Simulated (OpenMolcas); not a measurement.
# NO2F (nitryl fluoride): the vertical ionisation energy from total energies

NO2F has 4 atoms, charge 0, and is taken as a singlet. SMILES: `O=[N+]([O-])F`. The coordinates come from a PBE0-D4/def2-TZVP relaxation.

Both states at this one shape; open shells run unrestricted unless said. 1 Eh = 27.2114 eV.

```
                             level     program  singlet NO2F (Eh)  doublet NO2F+ (Eh)  HOMO of the first (eV)
                        HF/cc-pVTZ  OpenMolcas        -303.532543         -303.048652                  -14.61
                    revPBE/cc-pVTZ  OpenMolcas        -304.943987         -304.478195                   -8.23
                    r2SCAN/cc-pVTZ  OpenMolcas        -304.887368         -304.407266                   -8.83
B3LYP/6-31G* (Cartesian functions)  OpenMolcas        -304.878379         -304.393092                   -9.72
```

Q: Work out the vertical ionisation energy at each level.

A: 
1. HF/cc-pVTZ: -303.048652 − (-303.532543) = 0.483891 Eh = 13.17 eV; −ε(HOMO) = 14.61 eV.
2. revPBE/cc-pVTZ: -304.478195 − (-304.943987) = 0.465792 Eh = 12.67 eV; −ε(HOMO) = 8.23 eV.
3. r2SCAN/cc-pVTZ: -304.407266 − (-304.887368) = 0.480102 Eh = 13.06 eV; −ε(HOMO) = 8.83 eV.
4. B3LYP/6-31G* (Cartesian functions): -304.393092 − (-304.878379) = 0.485287 Eh = 13.21 eV; −ε(HOMO) = 9.72 eV.

No measured value is set beside it here; the levels span 12.67 to 13.21 eV. In Hartree–Fock, −ε(HOMO) (Koopmans) exceeds the difference of totals by the orbital relaxation of the ion. In semi-local functionals −ε(HOMO) lies far under the ionisation energy, a result of self-interaction, while the difference of totals does much better. The second state is spin-contaminated at HF/cc-pVTZ (⟨S²⟩ = 0.98).
